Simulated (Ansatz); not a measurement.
# C₄H₇ClO: up Jacob's ladder to CCSD(T)

An exercise on one series of results from a longer session: the logs are not shown, and one member is left open.

Method: functionals in def2-TZVPP, the program's frozen cores in correlated methods; program: Ansatz 0.2.0, Gaussian basis.

Plan: LDA (SPW92), PBE-D4, revPBE-D4, BLYP-D4, r2SCAN-D4, B97M-V, PBE0-D4, B3LYP-D4, r2SCANh-D4, r2SCAN0-D4, HSE06-D4, BHLYP-D4, CAM-B3LYP-D4, LC-ωPBE, ωB97X-V, ωB97M-V, B2PLYP, PBE-QIDH; CCSD(T)/def2-SVP; CCSD(T)/def2-TZVPP; MP2/def2-QZVPP; extrapolation to the limit; RPA on PBE.

## The relaxed structure

All runs share one geometry, relaxed beforehand with PBE0-D4 in a triple-zeta def2 set.

SMILES `C=COCCCl`, 13 atoms, charge 0, spin multiplicity 1.

Atoms are counted from 1 here; the program's logs count them from 0.

Bond lengths: C1–C2 1.324 Å, C1–H7 1.080 Å, C1–H8 1.083 Å, C2–O3 1.352 Å, C2–H9 1.088 Å, O3–C4 1.412 Å, C4–C5 1.508 Å, C4–H10 1.096 Å, C4–H11 1.096 Å, C5–Cl6 1.776 Å, C5–H12 1.089 Å, C5–H13 1.089 Å. Angles: C2–C1–H7 119.5°, C2–C1–H8 121.5°, H7–C1–H8 118.9°, C1–C2–O3 122.6°, C1–C2–H9 122.1°, O3–C2–H9 115.3°, C2–O3–C4 115.3°, O3–C4–C5 106.7°, O3–C4–H10 110.8°, O3–C4–H11 110.8°, C5–C4–H10 110.1°, C5–C4–H11 110.1°, H10–C4–H11 108.4°, C4–C5–Cl6 109.6°, C4–C5–H12 111.0°, C4–C5–H13 111.0°, Cl6–C5–H12 107.9°, Cl6–C5–H13 107.9° and more.

Set-up of the first run:

in.yaml reads:

```yaml
crystal:
  periodic: [false, false, false]
  atoms:
    - {symbol: C, position_ang: [-1.579149, -1.934518, 0.980629]}
    - {symbol: C, position_ang: [-0.767341, -1.300780, 0.147849]}
    - {symbol: O, position_ang: [-0.274627, -0.068371, 0.407469]}
    - {symbol: C, position_ang: [0.582614, 0.460370, -0.581771]}
    - {symbol: C, position_ang: [1.008760, 1.825241, -0.102056]}
    - {symbol: Cl, position_ang: [2.095934, 2.563454, -1.296493]}
    - {symbol: H, position_ang: [-1.944254, -2.918067, 0.722735]}
    - {symbol: H, position_ang: [-1.888436, -1.490130, 1.918101]}
    - {symbol: H, position_ang: [-0.450935, -1.739433, -0.796726]}
    - {symbol: H, position_ang: [0.061711, 0.544705, -1.542783]}
    - {symbol: H, position_ang: [1.460613, -0.181710, -0.718915]}
    - {symbol: H, position_ang: [1.545984, 1.756894, 0.842538]}
    - {symbol: H, position_ang: [0.149116, 2.482363, 0.019412]}
basis:
  gaussian: {orbitals: def2-TZVPP}
hamiltonian: {xc: lda}
output: {orbitals: {seedname: orbitals}}
```

Launch:

```sh
$ ansatz run in.yaml --threads 2 --pin off --events-out ev --progress --plain --max-ram 32768MiB --backend cuda --devices 0, --max-vram 18GiB
```

Among the steps run: LDA; PBE-D4 (GGA); revPBE-D4 (GGA); BLYP-D4 (GGA); r2SCAN-D4 (meta-GGA); B97M-V (meta-GGA); B3LYP-D4 (hybrid); r2SCANh-D4 (hybrid); r2SCAN0-D4 (hybrid); HSE06-D4 (hybrid); BHLYP-D4 (hybrid); CAM-B3LYP-D4 (range-separated); LC-ωPBE (range-separated); ωB97X-V (range-separated); ωB97M-V (range-separated); B2PLYP (double hybrid); PBE-QIDH (double hybrid).

One of the session's tables, all rows but one given; the rest of the session is left out.

It belongs to the step «Orbital energies across the functionals». 

| functional | HOMO (eV) | LUMO (eV) | gap (eV) |
| --- | --- | --- | --- |
| LDA (SPW92) | -5.75 | -0.80 | 4.95 |
| PBE-D4 | -5.57 | -0.54 | 5.03 |
| revPBE-D4 | -5.50 | -0.44 | 5.06 |
| BLYP-D4 | -5.43 | -0.44 | 4.99 |
| r2SCAN-D4 | -5.79 | -0.29 | 5.50 |
| B97M-V | -5.84 | -0.27 | 5.57 |
| PBE0-D4 | -6.79 | 0.46 | 7.25 |
| B3LYP-D4 | -6.57 | 0.19 | 6.76 |
| r2SCANh-D4 | -6.26 | 0.07 | 6.33 |
| r2SCAN0-D4 | ? | ? | ? |
| HSE06-D4 | -6.38 | 0.08 | 6.46 |
| BHLYP-D4 | -7.87 | 1.51 | 9.38 |
| CAM-B3LYP-D4 | -8.13 | 1.55 | 9.68 |
| LC-ωPBE | -9.47 | 2.77 | 12.24 |
| ωB97X-V | -9.12 | 2.67 | 11.79 |
| ωB97M-V | -9.04 | 2.51 | 11.56 |

**Question.** Estimate the row for r2SCAN0-D4.

Worked estimate for «HOMO (eV)». Against the share of exact exchange, r2SCAN-D4 (0, -5.79), r2SCANh-D4 (0.1, -6.26) give a slope of -4.70 per unit share; at 0.25 the line stands at -6.96.

**Answer.** HOMO (eV): -6.95; LUMO (eV): 0.61; gap (eV): 7.56. In «HOMO (eV)» the line misses by -0.01.
